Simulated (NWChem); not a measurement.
# B, doublet

All runs: NWChem. Spin-unrestricted. The open p shell is one determinant without spherical averaging. No stability test was run on the SCF state.

Taking B3LYP/pcseg-2 as the yardstick, which of these has the fewest basis functions while keeping “highest occupied level (eV)” within 0.05 eV of it: B3LYP/aug-pcseg-1; B3LYP/def2-SVP; B3LYP/STO-3G; B3LYP/pcseg-1?

B3LYP/def2-SVP.
| level | basis functions | highest occupied level (eV) |
|---|---|---|
| B3LYP/STO-3G | 5 | -1.01 |
| B3LYP/pcseg-1 | 14 | -5.10 |
| B3LYP/def2-SVP | 14 | -5.15 |
| B3LYP/aug-pcseg-1 | 23 | -5.15 |
| B3LYP/pcseg-2 | 30 | -5.16 |

The yardstick is one finite set, not the basis-set limit.
